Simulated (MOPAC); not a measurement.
MOPAC input (PM6):

```
PM6 FORCE THERMO(298,298) PRECISE LET CHARGE=1 GEO-OK AUX(PRECISION=9) THREADS=1
C2H7S

C    -0.07414607 1    1.38964978 1   -0.48102632 1
S     0.15493796 1   -0.00053853 1    0.56228791 1
C    -0.08926045 1   -1.38928354 1   -0.47950642 1
H    -0.06228180 1    2.34637428 1    0.08767498 1
H     0.74938829 1    1.51070384 1   -1.21877831 1
H    -1.00079788 1    1.42481171 1   -1.08487959 1
H    -0.08781631 1   -2.34544822 1    0.09022142 1
H    -1.01624159 1   -1.41500285 1   -1.08334390 1
H     0.73290984 1   -1.52010721 1   -1.21712458 1
H    -0.99198548 1    0.00607297 1    1.25172511 1
```

From the last part of the output:

```
     H   10   0.019502   0.021551   0.068102   4.192310

          HEAT OF FORMATION =     151.252662 KCALS/MOLE

          ZERO POINT ENERGY      47.813 KCAL/MOL

           NORMAL COORDINATE ANALYSIS (Total motion = 1 Angstrom)

   Root No.       1         2         3         4         5         6         7         8

                 1 A"      1 A'      2 A'      3 A'      4 A'      2 A"      3 A"      4 A"

                  97.5     123.8     273.7     738.2     773.2     784.6     851.2     898.4

           1   -0.0004    0.0004   -0.0239   -0.0496    0.0710    0.0919   -0.0333    0.0084
           2    0.0006   -0.0007   -0.0686   -0.0074    0.0123   -0.0116   -0.0007    0.0348
           3   -0.0120    0.0169   -0.0017    0.0063    0.0031   -0.0138   -0.0167   -0.0085
           4   -0.0003    0.0002   -0.0260    0.0201   -0.0143   -0.0509    0.0105   -0.0113
           5   -0.0002   -0.0002    0.0338   -0.0261    0.0186   -0.0392    0.0081   -0.0087
           6   -0.0000   -0.0169    0.0017    0.0073    0.0072   -0.0000   -0.0000    0.0000
           7    0.0005    0.0006    0.0724    0.0198   -0.0301    0.0123   -0.0092    0.0358
           8   -0.0006   -0.0006    0.0055    0.0460   -0.0655    0.0918   -0.0320   -0.0008
           9    0.0120    0.0169   -0.0017    0.0063    0.0031    0.0138    0.0167    0.0085
          10    0.0082    0.0067    0.0670   -0.0500    0.1098   -0.0468   -0.0480    0.1997
          11   -0.0220   -0.0224   -0.1079    0.0037   -0.0079    0.0293    0.0037   -0.0593
          12    0.1453    0.1747   -0.0059   -0.0428   -0.0364    0.0427    0.0475    0.0073
          13   -0.0142    0.0119   -0.0568   -0.1243   -0.0592    0.1701    0.1231   -0.0228
          14    0.1508    0.1380   -0.1126    0.0098   -0.0150    0.0250    0.0152   -0.0637
          15   -0.0729   -0.0288   -0.0007   -0.0443   -0.0442    0.0290    0.0519    0.0138
          16    0.0044   -0.0157   -0.0743    0.0604    0.0778    0.0218   -0.1156   -0.1556
          17   -0.1243   -0.1172   -0.1113    0.0110   -0.0137    0.0166    0.0026   -0.0686
          18   -0.1140   -0.0647   -0.0013   -0.0514   -0.0317    0.0425    0.0509    0.0262
          19   -0.0192    0.0199    0.0872    0.0092   -0.0205    0.0163   -0.0087   -0.0061
          20    0.0135   -0.0122   -0.0924    0.0493   -0.1082   -0.0527   -0.0473    0.2082
          21   -0.1453    0.1747   -0.0059   -0.0428   -0.0364   -0.0427   -0.0475   -0.0073
          22   -0.1191    0.1173    0.1267   -0.0261   -0.0067    0.0216   -0.0271   -0.1061
          23    0.0361   -0.0149    0.0432   -0.0556   -0.0787    0.0168   -0.1124   -0.1328
          24    0.1140   -0.0647   -0.0013   -0.0514   -0.0317   -0.0425   -0.0509   -0.0262
          25    0.1421   -0.1365    0.1234    0.0224    0.0296    0.0677    0.0463   -0.0675
          26   -0.0524    0.0238    0.0261    0.1227    0.0534    0.1580    0.1151   -0.0057
          27    0.0729   -0.0288   -0.0007   -0.0443   -0.0442   -0.0290   -0.0519   -0.0138
          28    0.0060   -0.0207   -0.0229   -0.1765   -0.1626    0.1262    0.2024   -0.0104
          29    0.0046    0.0269    0.0298    0.2293    0.2113    0.0971    0.1557   -0.0080
          30   -0.0000   -0.0281    0.0022   -0.1073   -0.0797   -0.0000   -0.0000    0.0000

   Root No.       9        10        11        12        13        14        15        16

                 5 A'      6 A'      5 A"      6 A"      7 A"      7 A'      8 A'      8 A"

                 998.9    1021.7    1023.7    1156.1    1164.8    1165.8    1185.8    1250.3

           1    0.0135   -0.0010   -0.0022   -0.0006   -0.0010   -0.0008    0.0018   -0.0228
           2   -0.0368    0.0048    0.0079   -0.0181   -0.0111    0.0082   -0.0253    0.0006
           3   -0.0046   -0.0348    0.0311    0.0110   -0.0209   -0.0233   -0.0080    0.0006
           4   -0.0119    0.0051   -0.0088   -0.0012    0.0007    0.0012   -0.0012   -0.0056
           5    0.0154   -0.0067   -0.0068   -0.0009    0.0005   -0.0015    0.0016   -0.0043
           6    0.0030    0.0207    0.0000    0.0000   -0.0000    0.0020    0.0005    0.0000
           7    0.0321   -0.0044    0.0071   -0.0176   -0.0110   -0.0077    0.0240   -0.0053
           8   -0.0225    0.0022   -0.0042    0.0041    0.0018    0.0029   -0.0082   -0.0222
           9   -0.0046   -0.0348   -0.0311   -0.0110    0.0209   -0.0233   -0.0080   -0.0006
          10   -0.2047    0.0024    0.0487    0.0728    0.0533   -0.0050    0.0561    0.1357
          11    0.0573   -0.0025   -0.0120   -0.0222   -0.0492   -0.0203   -0.0421   -0.0600
          12    0.0161    0.0203   -0.0126   -0.1371    0.1655    0.2123    0.0294   -0.0059
          13    0.0888    0.1593   -0.1489    0.0087   -0.0664   -0.0475   -0.0504    0.1408
          14    0.0328    0.0133   -0.0190    0.2009    0.0060   -0.1447    0.1492    0.0112
          15    0.0104    0.0396   -0.0293   -0.0665   -0.0453    0.0202   -0.0875    0.0642
          16    0.1055   -0.1585    0.0856   -0.0529    0.0253    0.0469   -0.0224    0.1447
          17    0.0377   -0.0276    0.0094    0.0415    0.1694    0.0825    0.1565    0.0410
          18   -0.0143    0.0515   -0.0318    0.0801    0.1107    0.0174    0.1465   -0.0690
          19   -0.0029    0.0018    0.0009   -0.0028   -0.0339    0.0209    0.0263   -0.0232
          20    0.2125   -0.0030    0.0502    0.0760    0.0641   -0.0004   -0.0651    0.1465
          21    0.0161    0.0203    0.0126    0.1371   -0.1655    0.2123    0.0294    0.0059
          22   -0.0634    0.0673    0.0310    0.0266    0.1702   -0.0918   -0.1455    0.0767
          23   -0.0923    0.1461    0.0803   -0.0618   -0.0190   -0.0242    0.0618    0.1294
          24   -0.0143    0.0515    0.0318   -0.0801   -0.1107    0.0174    0.1465    0.0690
          25   -0.0544   -0.0537   -0.0565    0.1964   -0.0112    0.1520   -0.1313    0.0469
          26   -0.0775   -0.1506   -0.1390   -0.0431   -0.0658    0.0088    0.0870    0.1332
          27    0.0104    0.0396    0.0293    0.0665    0.0453    0.0202   -0.0875   -0.0642
          28   -0.0352   -0.1173    0.2629    0.0078   -0.0168   -0.0120   -0.0008   -0.0070
          29    0.0458    0.1524    0.2022    0.0060   -0.0129    0.0156    0.0011   -0.0054
          30   -0.0100   -0.0509    0.0000    0.0000   -0.0000   -0.0070   -0.0002    0.0000

   Root No.      17        18        19        20        21        22        23        24

                 9 A'      9 A"     10 A'     10 A"     11 A'     12 A'     11 A"     13 A'

                1260.2    2615.2    2619.5    2624.9    2632.4    2681.4    2744.3    2760.0

           1    0.0237    0.0000    0.0001   -0.0012   -0.0010   -0.0007   -0.0129    0.0137
           2    0.0023   -0.0217    0.0223    0.0153    0.0133   -0.0008    0.0000   -0.0001
           3    0.0005   -0.0172    0.0141   -0.0194   -0.0200   -0.0068    0.0005   -0.0005
           4    0.0030   -0.0003    0.0001    0.0003   -0.0003    0.0047   -0.0015    0.0007
           5   -0.0039   -0.0002   -0.0001    0.0003    0.0004   -0.0060   -0.0012   -0.0009
           6   -0.0009   -0.0000   -0.0008   -0.0000    0.0009   -0.0215   -0.0000    0.0000
           7   -0.0083   -0.0209   -0.0216    0.0145   -0.0126    0.0010   -0.0033   -0.0034
           8   -0.0224    0.0056    0.0056   -0.0051    0.0043    0.0004   -0.0125   -0.0132
           9    0.0005    0.0172    0.0141    0.0194   -0.0200   -0.0068   -0.0005   -0.0005
          10   -0.1342    0.0925   -0.0922   -0.0488   -0.0399    0.0090    0.0569   -0.0559
          11    0.0626    0.2117   -0.2123   -0.1091   -0.0889    0.0117    0.1452   -0.1425
          12    0.0063    0.0193   -0.0209   -0.0224   -0.0194   -0.0005    0.0174   -0.0171
          13   -0.1403   -0.0923    0.0802   -0.0501   -0.0546   -0.0216    0.0590   -0.0608
          14   -0.0294    0.0652   -0.0567    0.0468    0.0493    0.0181   -0.0511    0.0516
          15   -0.0573    0.1972   -0.1727    0.1014    0.1125    0.0479   -0.1405    0.1420
          16   -0.1420    0.0007    0.0094    0.1096    0.1035    0.0219    0.0734   -0.0750
          17   -0.0562   -0.0104   -0.0026   -0.1259   -0.1213   -0.0224   -0.0933    0.0935
          18    0.0566   -0.0065    0.0202    0.1591    0.1514    0.0261    0.1179   -0.1184
          19   -0.0261    0.2283    0.2288   -0.1180    0.0962   -0.0136    0.1549    0.1521
          20    0.1458    0.0351    0.0347   -0.0192    0.0158   -0.0057    0.0178    0.0175
          21    0.0063   -0.0193   -0.0209    0.0224   -0.0194   -0.0005   -0.0174   -0.0171
          22    0.0907   -0.0099    0.0001   -0.0936    0.0907    0.0161   -0.0714   -0.0711
          23    0.1229    0.0034   -0.0098    0.1382   -0.1311   -0.0269    0.0949    0.0965
          24    0.0566    0.0065    0.0202   -0.1591    0.1514    0.0261   -0.1179   -0.1184
          25    0.0644    0.0394    0.0342    0.0324   -0.0337   -0.0120   -0.0343   -0.0343
          26    0.1281   -0.1060   -0.0921   -0.0604    0.0654    0.0255    0.0702    0.0720
          27   -0.0573   -0.1972   -0.1727   -0.1014    0.1125    0.0479    0.1405    0.1420
          28    0.0091   -0.0013   -0.0072   -0.0007    0.0081   -0.1514    0.0017   -0.0004
          29   -0.0118   -0.0010    0.0093   -0.0005   -0.0105    0.1967    0.0013    0.0005
          30    0.0066   -0.0000    0.0376   -0.0000   -0.0415    0.6983   -0.0000   -0.0006

           MASS-WEIGHTED COORDINATE ANALYSIS (NORMAL COORDINATES)

   Root No.       1         2         3         4         5         6         7         8

                 1 A"      1 A'      2 A'      3 A'      4 A'      2 A"      3 A"      4 A"

                  97.5     123.8     273.7     738.2     773.2     784.6     851.2     898.4

           1   -0.0036    0.0039   -0.1545   -0.3430    0.4687    0.4776   -0.2704    0.0658
           2    0.0051   -0.0060   -0.4432   -0.0509    0.0813   -0.0604   -0.0059    0.2726
           3   -0.1033    0.1475   -0.0109    0.0439    0.0206   -0.0720   -0.1356   -0.0668
           4   -0.0039    0.0023   -0.2749    0.2273   -0.1545   -0.4321    0.1396   -0.1439
           5   -0.0030   -0.0030    0.3573   -0.2954    0.2008   -0.3325    0.1074   -0.1107
           6   -0.0000   -0.2407    0.0178    0.0828    0.0780   -0.0000   -0.0000    0.0000
           7    0.0040    0.0048    0.4680    0.1371   -0.1988    0.0640   -0.0750    0.2803
           8   -0.0048   -0.0053    0.0358    0.3185   -0.4322    0.4771   -0.2598   -0.0063
           9    0.1033    0.1475   -0.0109    0.0439    0.0206    0.0720    0.1356    0.0668
          10    0.0204    0.0170    0.1254   -0.1002    0.2100   -0.0704   -0.1127    0.4527
          11   -0.0549   -0.0567   -0.2021    0.0075   -0.0152    0.0441    0.0087   -0.1345
          12    0.3630    0.4419   -0.0111   -0.0858   -0.0697    0.0643    0.1116    0.0165
          13   -0.0355    0.0302   -0.1064   -0.2492   -0.1133    0.2560    0.2892   -0.0517
          14    0.3766    0.3491   -0.2109    0.0196   -0.0286    0.0376    0.0357   -0.1445
          15   -0.1821   -0.0728   -0.0013   -0.0887   -0.0845    0.0436    0.1220    0.0313
          16    0.0109   -0.0396   -0.1391    0.1211    0.1488    0.0328   -0.2715   -0.3527
          17   -0.3106   -0.2963   -0.2085    0.0221   -0.0261    0.0250    0.0061   -0.1555
          18   -0.2847   -0.1636   -0.0024   -0.1030   -0.0607    0.0640    0.1196    0.0595
          19   -0.0479    0.0504    0.1632    0.0184   -0.0392    0.0245   -0.0205   -0.0139
          20    0.0338   -0.0309   -0.1730    0.0988   -0.2069   -0.0793   -0.1112    0.4721
          21   -0.3630    0.4419   -0.0111   -0.0858   -0.0697   -0.0643   -0.1116   -0.0165
          22   -0.2974    0.2966    0.2372   -0.0524   -0.0129    0.0325   -0.0637   -0.2407
          23    0.0902   -0.0376    0.0810   -0.1114   -0.1506    0.0253   -0.2640   -0.3011
```

The dipole moment of an ion depends on the origin.
